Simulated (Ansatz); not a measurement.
**Fluorite SrCl2, cohesive energy**

Reference value: 4.28 ± 0.03 eV/atom (derived here from tabulated measurements, brought to a static lattice with a Debye model, atoms in their spin–orbit ground levels; inputs from the CRC Handbook).

Q: Which of these levels comes closest to the reference?
A. r²SCAN (Ansatz, a first-principles code)
B. LDA (Ansatz)
C. PBE (Ansatz)

A: A, r²SCAN (Ansatz)

```
level (code)     value (eV/atom)  cell (Å³/atom)  error (eV/atom)
---------------  ---------------  --------------  ---------------
LDA (Ansatz)                4.56           26.20            +0.28
PBE (Ansatz)                4.03           29.09            -0.25
r²SCAN (Ansatz)             4.32           28.51            +0.04
```

Closest of these to the reference: r²SCAN (+0.04 eV/atom). Farthest off: LDA (+0.28 eV/atom), PBE (-0.25 eV/atom). Within 0.3 eV/atom: LDA, PBE, r²SCAN.

Each level is taken at its own relaxed cell. Cutoffs differ between the levels. Ansatz's density-functional and Hartree–Fock values are scalar-relativistic unless marked +SOC, with PAW data made under PBE.

Differences are worked out from the printed values.
